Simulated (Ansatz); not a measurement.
# AlH₃O (SMILES [OH][AlH2]): single points off equilibrium

An exercise on one series of results from a longer session: the logs are not shown, and one member is left open.

Computed with Ansatz 0.2.0, Gaussian basis. Level: single points in def2-TZVPP.

Correlated methods freeze the cores. B3LYP uses VWN-RPA correlation.

## Starting geometry

5 atoms, charge 0, spin multiplicity 1.

Atoms are counted from 1 here; the program's logs count them from 0.

Bond lengths: O1–Al2 1.708 Å, O1–H3 0.939 Å, Al2–H4 1.536 Å, Al2–H5 1.475 Å. Angles: Al2–O1–H3 176.0°, O1–Al2–H4 111.8°, O1–Al2–H5 120.2°, H4–Al2–H5 127.7°.

Geometry (Å):

```
O     0.4487   -0.8965    0.4796
Al   -0.3050    0.4547   -0.2438
H     0.8620   -1.6062    0.9345
H    -1.1968    0.0456   -1.4251
H     0.0394    1.8195    0.1973
```

Set-up of the first run:

The input, run/in.yaml:

```yaml
crystal:
  periodic: [false, false, false]
  atoms:
    - {symbol: O, position_ang: [0.448700, -0.896500, 0.479600]}
    - {symbol: Al, position_ang: [-0.305000, 0.454700, -0.243800]}
    - {symbol: H, position_ang: [0.862000, -1.606200, 0.934500]}
    - {symbol: H, position_ang: [-1.196800, 0.045600, -1.425100]}
    - {symbol: H, position_ang: [0.039400, 1.819500, 0.197300]}
basis:
  gaussian: {orbitals: def2-TZVPP}
correlation: {method: ccsd_t}
output: {forces: true}
```

No record of the launch command was kept for these runs.

Steps of the session up to this table: CCSD(T)/def2-TZVPP; PBE0-D4/def2-TZVPP; wB97M-V/def2-TZVPP; r2SCAN-D4/def2-TZVPP; PBE-D4/def2-TZVPP; B3LYP-D4/def2-TZVPP; LC-wPBE/def2-TZVPP.

One of the session's tables, all rows but one given; the rest of the session is left out.

```
   method  RMS force component (eV/Å)  angle to CCSD(T) forces (°)  dipole (D)
  CCSD(T)                       0.935                    reference        0.74
  PBE0-D4                       0.972                          1.5        0.71
  wB97M-V                           ?                            ?           ?
r2SCAN-D4                       0.969                          2.1        0.78
   PBE-D4                       0.967                         10.2        0.76
 B3LYP-D4                       0.920                          2.9        0.72
  LC-wPBE                       0.957                          1.6        0.74
```

Estimate the missing values for wB97M-V.

As computed: RMS force component (eV/Å): 0.893; angle to CCSD(T) forces (°): 2.5; dipole (D): 0.74. In the column «RMS force component (eV/Å)» it is the lowest.
